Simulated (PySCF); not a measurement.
PySCF input (HF/cc-pVQZ):

```python
import numpy as np, basis_set_exchange as bse
from pyscf import gto, scf, dft, df
from pyscf.prop.polarizability import rhf as pol

basis = {'N': gto.basis.parse(bse.get_basis('cc-pVQZ', elements=['N'], fmt='nwchem'))}
mol = gto.M(
    atom='''
    N    -0.00000000   -0.00000000   -0.54544247
    N     0.00000000    0.00000000    0.54544247
    ''',
    basis=basis,
    charge=0,
    verbose=4,
    max_memory=2160,
)
mf = scf.RHF(mol)
mf = mf.density_fit(auxbasis=df.autoaux(mol))
mf.conv_tol = 1e-9
mf.max_cycle = 100
print('smallest overlap eigenvalue', np.linalg.eigvalsh(mol.intor('int1e_ovlp'))[0])
mf.kernel()
dip = mf.dip_moment()
p = pol.Polarizability(mf)
p.max_cycle_cphf = 60
alpha = p.polarizability()
print('polarisability/bohr^3', alpha.trace() / 3)
```

Output:

```
PySCF version 2.14.0

[INPUT] verbose = 4
[INPUT] num. atoms = 2
[INPUT] num. electrons = 14
[INPUT] charge = 0
[INPUT] spin (= nelec alpha-beta = 2S) = 0
[INPUT] symmetry False subgroup None
[INPUT] Mole.unit = angstrom
[INPUT] Symbol           X                Y                Z      unit          X                Y                Z       unit  Magmom
[INPUT]  1 N      0.000000000000   0.000000000000  -0.545442470000 AA    0.000000000000   0.000000000000  -1.030736885006 Bohr   0.0
[INPUT]  2 N      0.000000000000   0.000000000000   0.545442470000 AA    0.000000000000   0.000000000000   1.030736885006 Bohr   0.0

nuclear repulsion = 23.769402605448
number of shells = 10
number of NR pGTOs = 136
number of NR cGTOs = 110
basis = {'N': [[0, [45840.0, 9.2e-05, 0.0, 0.0, -2e-05, 0.0], [6868.0, 0.000717, 0.0, 0.0, -0.000159, 0.0], [1563.0, 0.003749, 0.0, 0.0, -0.000824, 0.0], [442.4, 0.015532, 0.0, 0.0, -0.003478, 0.0], [144.3, 0.053146, 0.0, 0.0, -0.011966, 0.0], [52.18, 0.146787, 0.0, 0.0, -0.035388, 0.0], [20.34, 0.304663, 0.0, 0.0, -0.080077, 0.0], [8.381, 0.397684, 0.0, 0.0, -0.146722, 0.0], [3.529, 0.217641, 0.0, 0.0, -0.11636, 0.0], [1.054, 0.016963, 1.0, 0.0, 0.279919, 0.0], [0.4118, -0.002745, 0.0, 1.0, 0.585481, 0.0], [0.1552, 0.000953, 0.0, 0.0, 0.284028, 1.0]], [1, [49.33, 0.0, 0.005533, 0.0, 0.0], [11.37, 0.0, 0.037962, 0.0, 0.0], [3.435, 0.0, 0.149028, 0.0, 0.0], [1.182, 1.0, 0.348922, 0.0, 0.0], [0.4173, 0.0, 0.458972, 1.0, 0.0], [0.1428, 0.0, 0.244923, 0.0, 1.0]], [2, [2.837, 1.0, 0.0, 0.0], [0.968, 0.0, 1.0, 0.0], [0.335, 0.0, 0.0, 1.0]], [3, [2.027, 1.0, 0.0], [0.685, 0.0, 1.0]], [4, [1.427, 1.0]]]}
ecp = {}
ETB for N: l = 0, exps = 0.2856 * 1.8^n , n = 0..13
ETB for N: l = 1, exps = 0.2856 * 1.8^n , n = 0..10
ETB for N: l = 2, exps = 0.2856 * 1.8^n , n = 0..10
ETB for N: l = 3, exps = 0.4778 * 2.2^n , n = 0..5
ETB for N: l = 4, exps = 0.67 * 2.2^n , n = 0..4
ETB for N: l = 5, exps = 1.02 * 2.3^n , n = 0..2
smallest overlap eigenvalue 0.00017718829860965756

******** <class 'pyscf.df.df_jk.DFRHF'> ********
method = DFRHF
initial guess = minao
damping factor = 0
level_shift factor = 0
DIIS = <class 'pyscf.scf.diis.CDIIS'>
diis_start_cycle = 1
diis_space = 8
diis_damp = 0
SCF conv_tol = 1e-09
SCF conv_tol_grad = None
SCF max_cycles = 100
direct_scf = False
Set gradient conv threshold to 3.16228e-05
Initial guess from minao.
******** <class 'pyscf.df.df.DF'> ********
auxbasis = {'N': [[0, [np.float64(594.7038765635688), 1]], [0, [np.float64(330.391042535316), 1]], [0, [np.float64(183.55057918628665), 1]], [0, [np.float64(101.97254399238147), 1]], [0, [np.float64(56.65141332910082), 1]], [0, [np.float64(31.47300740505601), 1]], [0, [np.float64(17.485004113920006), 1]], [0, [np.float64(9.713891174400002), 1]], [0, [np.float64(5.3966062080000015), 1]], [0, [np.float64(2.9981145600000003), 1]], [0, [np.float64(1.6656192000000003), 1]], [0, [np.float64(0.9253440000000002), 1]], [0, [np.float64(0.5140800000000001), 1]], [0, [np.float64(0.2856), 1]], [1, [np.float64(101.97254399238147), 1]], [1, [np.float64(56.65141332910082), 1]], [1, [np.float64(31.47300740505601), 1]], [1, [np.float64(17.485004113920006), 1]], [1, [np.float64(9.713891174400002), 1]], [1, [np.float64(5.3966062080000015), 1]], [1, [np.float64(2.9981145600000003), 1]], [1, [np.float64(1.6656192000000003), 1]], [1, [np.float64(0.9253440000000002), 1]], [1, [np.float64(0.5140800000000001), 1]], [1, [np.float64(0.2856), 1]], [2, [np.float64(101.97254399238147), 1]], [2, [np.float64(56.65141332910082), 1]], [2, [np.float64(31.47300740505601), 1]], [2, [np.float64(17.485004113920006), 1]], [2, [np.float64(9.713891174400002), 1]], [2, [np.float64(5.3966062080000015), 1]], [2, [np.float64(2.9981145600000003), 1]], [2, [np.float64(1.6656192000000003), 1]], [2, [np.float64(0.9253440000000002), 1]], [2, [np.float64(0.5140800000000001), 1]], [2, [np.float64(0.2856), 1]], [3, [np.float64(24.624053696000008), 1]], [3, [np.float64(11.192751680000002), 1]], [3, [np.float64(5.087614400000001), 1]], [3, [np.float64(2.312552), 1]], [3, [np.float64(1.05116), 1]], [3, [np.float64(0.4778), 1]], [4, [np.float64(15.695152000000006), 1]], [4, [np.float64(7.134160000000002), 1]], [4, [np.float64(3.242800000000001), 1]], [4, [np.float64(1.4740000000000002), 1]], [4, [np.float64(0.67), 1]], [5, [np.float64(5.3957999999999995), 1]], [5, [np.float64(2.3459999999999996), 1]], [5, [np.float64(1.02), 1]]]}
init E= -109.041328014012
  HOMO = -0.38718828595109  LUMO = 0.0619526047389256  gap/eV = 12.22175
cycle= 1 E= -108.972296022532  delta_E= 0.069  |g|= 0.292  |ddm|= 2.69
  HOMO = -0.663990633691058  LUMO = 0.119945682125636  gap/eV = 21.33199
cycle= 2 E= -108.990835392794  delta_E= -0.0185  |g|= 0.0907  |ddm|= 0.499
  HOMO = -0.615794418268716  LUMO = 0.156593694399763  gap/eV = 21.01775
cycle= 3 E= -108.992244663129  delta_E= -0.00141  |g|= 0.0159  |ddm|= 0.116
  HOMO = -0.615787712540426  LUMO = 0.1572730363223  gap/eV = 21.03605
cycle= 4 E= -108.992336146015  delta_E= -9.15e-05  |g|= 0.00201  |ddm|= 0.039
  HOMO = -0.616196205722897  LUMO = 0.157025612912946  gap/eV = 21.04044
cycle= 5 E= -108.992337206137  delta_E= -1.06e-06  |g|= 0.000185  |ddm|= 0.00481
  HOMO = -0.616189061338208  LUMO = 0.157020421645207  gap/eV = 21.04010
cycle= 6 E= -108.992337221616  delta_E= -1.55e-08  |g|= 4.15e-05  |ddm|= 0.000531
  HOMO = -0.616181164253851  LUMO = 0.157024996115563  gap/eV = 21.04001
cycle= 7 E= -108.992337222458  delta_E= -8.43e-10  |g|= 4.73e-06  |ddm|= 0.000144
  HOMO = -0.616181141022976  LUMO = 0.157024658880344  gap/eV = 21.04000
Extra cycle  E= -108.992337222467  delta_E= -8.44e-12  |g|= 1.36e-06  |ddm|= 1.16e-05
converged SCF energy = -108.992337222467
Dipole moment(X, Y, Z, Debye):  0.00000,  0.00000, -0.00000
Isotropic polarizability 10.4765749413
Polarizability anisotropy 6.30841332297
polarisability/bohr^3 10.476574941291311
```
